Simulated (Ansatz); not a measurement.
System: N₂H₄, charge 1, doublet. N2H4+ (parent SMILES NN, doublet).
B3LYP-D3(BJ)/def2-TZVP minimum from Ansatz (a quantum-chemistry and plane-wave program):
```xyz
6

N     -0.1543     0.6357     0.0035
N      0.1543    -0.6357    -0.0035
H     -0.3266     1.1003     0.8871
H     -0.3361     1.1077    -0.8743
H      0.3361    -1.1077     0.8743
H      0.3266    -1.1003    -0.8871
```
Charge +1, spin multiplicity 2.

Total energies in cc-pVDZ, 13 correlated electrons, 2 frozen orbitals. Open shells are spin-unrestricted; no spin-orbit coupling. Correlated methods leave the cores frozen. No relativity. The spin of H4N2+ (parent SMILES NN, doublet) was assumed, and the state is the lowest solution found for it.

```json
[
 {"method": "HF", "program": "Ansatz", "energy (Eh)": "-110.93712", "minus CCSDT(Q) (mEh)": "357.88"},
 {"method": "MP2", "program": "Ansatz", "energy (Eh)": "-111.26089", "minus CCSDT(Q) (mEh)": "34.12"},
 {"method": "CCSD", "program": "Ansatz", "energy (Eh)": "-111.28545", "minus CCSDT(Q) (mEh)": "9.55"},
 {"method": "CCSD(T)", "program": "Ansatz", "energy (Eh)": "-111.29380", "minus CCSDT(Q) (mEh)": "1.20"},
 {"method": "CCSDT(Q)", "program": "Ansatz", "energy (Eh)": "-111.29501", "minus CCSDT(Q) (mEh)": "0.00"}
]
```

Rough core times of Ansatz's runs on a shared machine: CCSD(T) under 20 s, CCSDT(Q) 40 s.
